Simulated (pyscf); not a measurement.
HS–GeH₃ (SMILES [SH][GeH3]) + H₂S (SMILES S) → HS–GeH₃ (SMILES [SH][GeH3]) + H₂S (SMILES S) (four-centre exchange; singlet surface; H–S, H–S broken, H–S, H–S formed). Optimised with ωB97X-D3(BJ)/def2-SVP in PySCF. Correlated levels are frozen-core, on RHF or UHF. ΔMP2 is the change of the MP2 total energy from the triple- to the quadruple-zeta basis. Energies in kcal/mol from the separated reactants.

| level | barrier | reaction energy |
|---|---|---|
| PBE/def2-TZVP | 29.6 | 0.0 |
| r²SCAN/def2-TZVP | 33.3 | 0.0 |
| B3LYP-D3(BJ)/def2-TZVP | … | 0.0 |
| PBE0-D3(BJ)/def2-TZVP | 35.1 | 0.0 |
| HF/def2-TZVP | 71.3 | 0.0 |
| MP2/def2-QZVPP | 38.9 | 0.0 |
| CCSD(T)/def2-TZVPP + ΔMP2(QZVPP) | … | 0.0 |

### Question
Fill in the missing entries.

### Answer

- B3LYP-D3(BJ)/def2-TZVP, barrier: 38.4
- CCSD(T)/def2-TZVPP + ΔMP2(QZVPP), barrier: 43.9

This is the saddle that the search found; another between the same sides may lie lower. The CCSD(T) − MP2 part came from Ansatz, without density fitting, on the same reference. The frozen core leaves the outer d or s,p core shells of the metals and heavy elements correlated in the MP2 and CC values, and def2-TZVPP describes them poorly, which can shift differences by a few kcal/mol. Elements up to Kr have no core potential and no relativistic terms here.
